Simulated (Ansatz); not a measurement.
Input file:

```yaml
crystal:
  periodic: [false, false, false]
  atoms:
    - {symbol: B, position_ang: [0.000000, 0.000000, 0.785790]}
    - {symbol: B, position_ang: [0.000000, 0.000000, -0.729869]}
    - {symbol: F, position_ang: [0.000000, 0.000000, -2.014787]}
    - {symbol: H, position_ang: [0.000000, 0.000000, 1.958867]}
basis:
  gaussian: {orbitals: cc-pVDZ}
magnetization: {spin_polarized: true, initial_magnetization: 2}
correlation: {method: ccsd_t, electrons: outside_noble_gas}
```

```sh
$ ansatz run in.yaml --threads 1 --pin off --events-out ev --progress --plain --max-ram 2393MiB
```

Log:

```
435 factors; integrals over basis functions are off by at most 1.3e-3 eV
mean field evaluation 1: about -4062.4519 eV, gradient 1.4e1 eV
mean field evaluation 2: about -4062.6068 eV, gradient 1.4e1 eV
mean field evaluation 4: about -4063.8318 eV, gradient 2.4e0 eV
mean field evaluation 8: about -4063.8814 eV, gradient 3.4e-1 eV
mean field evaluation 16: about -4063.8832 eV, gradient 4.0e-6 eV
mean field -4063.88317402 eV, -149.3449520465 hartree, gradient 4.0e-6 eV, S^2 2.011695; 0 other end points of the search recorded, 0 dependent functions left out
3 core orbitals not correlated: weight in the atoms' cores, before any rotation towards them, 1.000 or more for the frozen orbitals, at most 0.000 for the correlated occupied ones
reference -4063.88317402 eV, -149.3449520465 hartree; 8, 6 occupied and 36, 38 virtual orbitals, 435 factors
second order -8.44574447 eV of doubles, -0.00000000 eV of singles
cycle   1  -8.76177310 eV  change   -3.2e-1 eV  update   8.0e-2
cycle   2  -9.00389654 eV  change   -2.4e-1 eV  update   2.5e-2
cycle   3  -9.07783886 eV  change   -7.4e-2 eV  update   1.5e-2
cycle   4  -9.07574077 eV  change    2.1e-3 eV  update   3.7e-3
cycle   5  -9.07506007 eV  change    6.8e-4 eV  update   1.5e-3
cycle   6  -9.07541892 eV  change   -3.6e-4 eV  update   5.1e-4
cycle   7  -9.07543242 eV  change   -1.4e-5 eV  update   1.8e-4
cycle   8  -9.07544291 eV  change   -1.0e-5 eV  update   5.1e-5
cycle   9  -9.07546978 eV  change   -2.7e-5 eV  update   1.5e-5
cycle  10  -9.07546752 eV  change    2.3e-6 eV  update   3.9e-6
perturbative correction -0.21791696 eV, -0.0080083005 hartree
Total energy: -4073.17655851 eV, -149.6864776270 hartree
```

For the same geometry and basis UCCSDT(Q) lies 45.3 meV lower.

Ran on 1 thread of Intel Xeon, shared host: 6 s wall, 0.14 GiB peak host memory.
